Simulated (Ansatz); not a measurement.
Worked example: correlation energy of Ge2, quintet

Geometry: that of the Ge2⁻, quartet, kept fixed. The triplet lies 1.1 eV lower here.

```tsv
atom	x (Å)	y (Å)	z (Å)
Ge	0.0000	0.0000	0.0000
Ge	0.0000	0.0000	2.5258
```

Basis aug-cc-pVDZ; Ansatz 0.2.0. Correlated methods freeze the noble-gas cores and the filled d shells of p-block atoms, which leaves 8 electrons in 44 orbitals. Prefix R: restricted or restricted open-shell reference; prefix U: unrestricted. No spin–orbit coupling is included, and no scalar relativity.

Full CI isn't at hand for all of this; UCCSDT(Q) serves as the reference, and is uncertain by the last step of the cluster series or more.

UCCSD has a T1 diagnostic of 0.015 and a largest doubles amplitude of 0.08.

Runs differ by some tens of microhartree through their thresholds and, for an open shell, their frozen cores, so steps under 0.03 kcal/mol mean nothing.

Here the R and U totals at CCSDT(Q) differ by 0.43 kcal/mol, a measure of how far such totals hang on the determinant and its frozen core.

```json
{"level": "UHF", "total energy (hartree)": "-4150.611570"}
{"level": "UMP2", "total energy (hartree)": "-4150.718091"}
{"level": "UCCSD", "total energy (hartree)": "-4150.745695"}
{"level": "UCCSD(T)", "total energy (hartree)": "-4150.751132"}
{"level": "UCCSDT", "total energy (hartree)": "-4150.752457"}
{"level": "UCCSDT(Q)", "total energy (hartree)": "-4150.752833"}
```

What is the correlation energy at UCCSDT(Q), and what share of it do UMP2 and UCCSD(T) recover?

E(corr) = -4150.752833 − (-4150.611570) = -0.141263 hartree = -3.844 eV. UMP2: -0.106521 / -0.141263 = 75.41 %. UCCSD(T): -0.139562 / -0.141263 = 98.80 %.

By how many kcal/mol does UCCSD(T) miss UCCSDT(Q) (1 hartree = 627.509 kcal/mol), and which steps make up the rest?

-4150.751132 − (-4150.752833) = 0.001701 hartree = 1.07 kcal/mol. Steps: UCCSDT − UCCSD(T) = -0.83, UCCSDT(Q) − UCCSDT = -0.24 kcal/mol. Differences between like states or geometries often cancel part of this.
